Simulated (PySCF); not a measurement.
**Field gradients at the hydrogen positions**

Species: C5H7F.
Atom-mapped SMILES: `[F:1][CH2:2][C@H:3]1[CH:4]=[CH:5][CH2:6]1` (hydrogens: H7, H8 on C2; H9 on C3; H10 on C4; H11 on C5; H12, H13 on C6)

Cartesian coordinates in Å at the GFN2-xTB level; atoms count from 1:
```xyz
13
C5H7F angstrom
F      2.430   -0.749   -0.079
C      1.489    0.143   -0.538
C      0.326    0.245    0.431
C     -0.849    1.049   -0.068
C     -1.686    0.017   -0.053
C     -0.659   -0.959    0.449
H      1.999    1.107   -0.646
H      1.161   -0.217   -1.518
H      0.697    0.527    1.418
H     -0.932    2.088   -0.328
H     -2.726   -0.109   -0.289
H     -0.400   -1.767   -0.233
H     -0.854   -1.374    1.436
```

Level: PBE0/pcSseg-1 (PySCF, non-relativistic); Q(2H) = 0.00286 b; rigid geometry, the same for H and D, with no vibrational averaging.

Problem. Rank these positions by the coupling χzz of a deuteron there, largest first.
A. H9 (methine hydrogen)
B. H12 (methylene hydrogen)
C. H8 (methylene hydrogen)
D. H10 (vinylic hydrogen)

Solution. D (231 kHz), B (211 kHz), A (205 kHz), C (193 kHz).

Problem. Give the electric field gradient Vzz (the principal value of largest size), its asymmetry and the 2H coupling at each hydrogen.

Solution. 
```csv
atom,bonded to,bond length (Å),Vzz (au),η,χzz (kHz)
H7,C2,1.096,0.2881,0.07,194
H8,C2,1.095,0.2878,0.07,193
H9,C3,1.092,0.3044,0.03,205
H10,C4,1.075,0.3438,0.04,231
H11,C5,1.074,0.3433,0.03,231
H12,C6,1.088,0.3132,0.02,211
H13,C6,1.089,0.3138,0.01,211
```

Problem. How does χzz go with the bond length over the 7 C–H bonds?

Solution. A straight-line fit has a slope of -17.1 kHz for each 0.01 Å, with a correlation coefficient of -0.99, over lengths from 1.074 to 1.096 Å. The longer bonds have the smaller couplings here.

Problem. A static deuteron (I = 1) shows a doublet split by (3/2)χ, (3/4)χ(1 + η) and (3/4)χ(1 − η) with the field along z, y and x of the gradient. What are these for H9?

Solution. With |χ| = 204.5 kHz and η = 0.029: 307, 158 and 149 kHz, to first order and without motion.

One conformer (not necessarily the lowest) at the GFN2-xTB geometry, without solvent, vibrations or thermal averaging. GFN2-xTB bond lengths can be off by several hundredths of an ångström, more for odd bonds, and the gradients follow them. A larger basis could move these couplings by a tenth or more.

The run behind these numbers computed NMR shieldings as well. The run took 29 s (with the writing of density and orbital grids) on Arm Neoverse N1, one thread, no GPU (shared host), and the process peaked at 0.62 GiB of memory.
